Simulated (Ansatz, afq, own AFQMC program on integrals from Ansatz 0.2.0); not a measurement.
AFQMC on a folder of integrals that Ansatz 0.2.0 wrote.

```yaml
crystal:
  periodic: [false, false, false]
  atoms:
    - {symbol: Si, position_ang: [-1.704291, 0.000000, 0.000000]}
    - {symbol: H, position_ang: [-2.199163, 1.399708, 0.000000]}
    - {symbol: H, position_ang: [-2.199163, -0.699854, 1.212183]}
    - {symbol: H, position_ang: [-2.199163, -0.699854, -1.212182]}
    - {symbol: H, position_ang: [0.069709, 0.000000, 0.000000]}
    - {symbol: Cl, position_ang: [1.535709, 0.000000, 0.000000]}
basis:
  gaussian: {orbitals: cc-pVTZ}
magnetization: {spin_polarized: true, initial_magnetization: 1}
correlation: {method: ccsd_t, electrons: outside_noble_gas, hamiltonian_folder: ham}
```

```sh
$ ansatz run in.yaml --threads 1 --pin off --events-out ev --progress --plain --max-ram 16896MiB --backend cuda --devices 0, --max-vram 18GiB
```

afq runs on the folder ham with

```
--method phaseless --trial cisd --walkers 600 --populations 10 --least-time 60 --time-step 0.005 --steps-per-block 50 --equilibration-blocks 28 --max-blocks 4000 --target-error 0.00023 --factor-cut 1e-05 --start spin_pure --seed 5088 --release-times 0.24,0.51,0.99,1.5 --release-step 0.03 --release-every 4 --taylor-order 6
```

Times are imaginary, in 1/Eh. The walk had a cap of 240 s. With eight or more populations the least sampling time is a fifth of least-time, and the error comes from their spread.

afq prints:

```
orbitals 114  electrons 8 7  factors 692 of 704
reference energy -750.72626073 Eh
CCSD correlation -0.37545289 Eh in 11 cycles, weight of the determinant in the CISD state 0.8467
energy of the start -751.100051 Eh
 block  time / (1/Eh)  mean weight  energy / Eh
     1     0.250  0.9998  -751.093668
     2     0.500  0.9996  -751.098340
     3     0.750  0.9998  -751.103212
     4     1.000  1.0001  -751.105973
     5     1.250  0.9992  -751.109313
     7     1.750  1.0002  -751.111750
     9     2.250  0.9996  -751.113574
    13     3.250  0.9994  -751.117874
    21     5.250  0.9991  -751.114368
    29     7.250  0.9998  -751.114043
    37     9.250  1.0000  -751.113984
    45    11.250  0.9993  -751.116358
    53    13.250  0.9998  -751.116208
    61    15.250  1.0002  -751.116657
    69    17.250  0.9994  -751.113974
    73    18.250  0.9995  -751.118773
    77    19.250  0.9985  -751.116878
    85    21.250  0.9998  -751.115088
    93    23.250  0.9994  -751.115041
   101    25.250  0.9999  -751.116618
   105    26.250  1.0004  -751.111509
   109    27.250  0.9990  -751.116316
   117    29.250  1.0000  -751.115463
   125    31.250  1.0009  -751.113658
   133    33.250  1.0003  -751.116639
   141    35.250  1.0006  -751.117064
   149    37.250  1.0004  -751.115414
   157    39.250  0.9996  -751.115786
   165    41.250  1.0004  -751.117262
   173    43.250  1.0009  -751.116639
   177    44.250  1.0007  -751.114216
error from the spread of 10 populations
released: time / (1/Eh)  energy / Eh  error  mean overlap
  0.24  -751.115757  0.000197  0.9958
  0.51  -751.116244  0.000268  0.9907
  0.99  -751.116885  0.000326  0.9807
  1.50  -751.117308  0.000345  0.9634
energy -751.115608 +/- 0.000206 Eh
(rows thinned)
```

The run passed its tests (sampling time, drift between the halves within three errors, error under three times the target), which doesn't prove that it has relaxed.

Against this walk (error 5.6 meV) on the same determinant: CCSD(T) 25.2 meV higher. The error is statistical and leaves out the bias of the constraint. None of these is a sure reference here. The released energies are still falling (meV from the phaseless value at times in 1/Eh: -4 ± 5 at 0.24, -17 ± 7 at 0.51, -35 ± 9 at 0.99, -46 ± 9 at 1.50), so they give no level; they do show a bias of the constraint, and the last of them that isn't too noisy lies 71 meV below CCSD(T).

Cautions: constraint bias not in the error.

The walk took 98 s on 1 × NVIDIA H100 80GB HBM3 with 2 threads of AMD EPYC 7R13 Processor (Zen 3) (shared host) (the card was shared). The log's last line is the phaseless energy.

A walk keeps the symmetry of its determinant, which the program's search chose and which needn't be the lowest solution, so a lower state of the same spin and another symmetry isn't excluded.
